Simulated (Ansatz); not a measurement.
Input for Ansatz (development build ahead of 0.2.0):

```yaml
crystal:
  periodic: [false, false, false]
  atoms:
    - { symbol: S, position_ang: [0.0, 0.0, -0.10402] }
    - { symbol: H, position_ang: [0.0, 0.97153, 0.83215] }
    - { symbol: H, position_ang: [0.0, -0.97153, 0.83215] }
basis:
  gaussian: { orbitals: def2-TZVP }
hamiltonian:
  xc: hf
correlation:
  method: mp2
  frozen_orbitals: { H: 0, S: 5 }
```

The input is written out in the form of the current development build from the run's settings.

Results

| Item | Value |
| --- | --- |
| Converged | yes |
| Reference energy | -398.70620 hartree |
| Correlation energy | -0.18167 hartree |
| Total energy | -398.88787 hartree |
| Spin squared of the determinant | 0.000 |
